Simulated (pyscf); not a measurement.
Four-centre exchange: H₂B–F + hydrogen (H₂) -> H₂B–F + hydrogen (H₂)

Gas phase, singlet surface, charge 0. Bonds broken: B1–H5, H3–H6. Bonds formed: B1–H3, H5–H6. Single points on ωB97X-D3(BJ)/def2-SVP structures (PySCF, gas phase).

Transition state (Å):

```xyz
6

B     -1.2390    -0.0915     0.1819
F     -0.9739    -0.0419     1.5206
H     -0.5675    -1.0417    -0.4228
H     -2.3490    -0.2069    -0.2728
H     -0.7623     0.9490    -0.4581
H     -0.2417    -0.0080    -0.6221
```

One imaginary mode, 1166i cm⁻¹; descent along it reached the two sides named.

| bond | change | reactant side (Å) | saddle | product side |
|---|---|---|---|---|
| B1–H5 | breaks | 1.209 | 1.311 | 2.8 |
| H3–H6 | breaks | 0.760 | 1.102 | 3.0 |
| B1–H3 | forms | 2.8 | 1.311 | 1.209 |
| H5–H6 | forms | 3.0 | 1.102 | 0.760 |

Electronic energies relative to the separated reactants (eV):

| level | barrier | reaction energy | reverse barrier |
|---|---|---|---|
| ωB97X-D3(BJ)/def2-TZVP | 0.93 | 0.00 | 0.93 |
| PBE/def2-TZVP | 0.56 | 0.00 | 0.56 |
| r²SCAN/def2-TZVP | 0.67 | 0.00 | 0.67 |
| B3LYP-D3(BJ)/def2-TZVP | 0.91 | 0.00 | 0.91 |
| PBE0-D3(BJ)/def2-TZVP | 0.65 | 0.00 | 0.65 |
| M06-2X/def2-TZVP | 1.01 | 0.00 | 1.01 |
| ωB97M-D3(BJ)/def2-TZVP | 0.90 | 0.00 | 0.90 |
| HF/def2-TZVP | 1.68 | 0.00 | 1.68 |

With ωB97M-D3(BJ)/def2-TZVP energies and thermal terms (ideal gas, 1 atm, RRHO with modes under 100 cm⁻¹ raised to 100, one conformer, R ln 2 for chiral ones without a mode under 150 cm⁻¹), in eV:

```csv
T (K),ΔH‡,ΔG‡,ΔH,ΔG
298,1.00,1.36,0.00,0.00
600,0.94,1.75,0.00,0.00
900,0.92,2.16,0.00,0.00
1200,0.92,2.57,0.00,0.00
```

At the saddle there is also a short B–H contact that neither side keeps. This is the saddle that the search found; another between the same sides may lie lower.
